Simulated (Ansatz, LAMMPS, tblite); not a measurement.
3C-SiC: properties by level of theory

Reference values: lattice constant a 4.346 Å (measured, static lattice: zero-point anharmonic expansion removed, our sources range from 4.341 to 4.348; as tabulated in Mejia-Rodriguez and Trickey (2018), arXiv:1807.09216); zone-centre TO phonon frequency 796 cm⁻¹ (measured, temperature not stated, no zero-point or thermal correction; as tabulated in Wang et al. (1996), arXiv:mtrl-th/9510002); elastic constant C11 390 GPa (measured, temperature not stated, no zero-point or thermal correction; as tabulated in Råsander and Moram (2015), arXiv:1505.02379); elastic constant C44 256 GPa (measured, temperature not stated, no zero-point or thermal correction; as tabulated in Råsander and Moram (2015), arXiv:1505.02379).

```
level (code)                       equilibrium lattice constant a (Å)  zone-centre TO phonon frequency (cm⁻¹)  elastic constant C11 (GPa)  elastic constant C44 (GPa)
---------------------------------  ----------------------------------  --------------------------------------  --------------------------  --------------------------
Tersoff SiC.tersoff (LAMMPS)                                    4.321                                     989                         437                         257
Tersoff SiC_1990.tersoff (LAMMPS)                               4.307                                    1086                         426                         209
GFN2-xTB (tblite)                                               4.374                                     855                         347                         139
LDA (Ansatz)                                                    4.329                                     798                         404                         252
r²SCAN0 (Ansatz)                                                4.337                                     822                         435                         274
```

Differences from the reference values (errors of the level alone only where the reference is corrected to a static lattice):

```tsv
level	lattice constant a (%)	zone-centre TO phonon frequency (%)	elastic constant C11 (%)	elastic constant C44 (%)
Tersoff SiC.tersoff	-0.58	+24	+12.1	+0.4
Tersoff SiC_1990.tersoff	-0.90	+36	+9.2	-18.4
GFN2-xTB	+0.64	+7.4	-11.0	-46
LDA	-0.39	+0.3	+3.6	-1.6
r²SCAN0	-0.21	+3.3	+11.5	+7.0
```

Nearest: lattice constant a, r²SCAN0; zone-centre TO phonon frequency, LDA; elastic constant C11, not ranked (reference at room or unstated temperature); elastic constant C44, not ranked (reference at room or unstated temperature).

Empirical potentials (Tersoff SiC.tersoff, Tersoff SiC_1990.tersoff) are fitted to chosen data: where that held the value shown, agreement is built in, and what lay outside the fit can be far off.

Caveats: the method was fitted mainly to molecules (GFN2-xTB); the run uses a supercell at the zone centre in place of a k mesh (GFN2-xTB). Ansatz's density-functional and Hartree–Fock values are scalar-relativistic unless marked +SOC, with PAW data made under PBE.

Differences are worked out from the printed values.

Ansatz is an electronic-structure program.
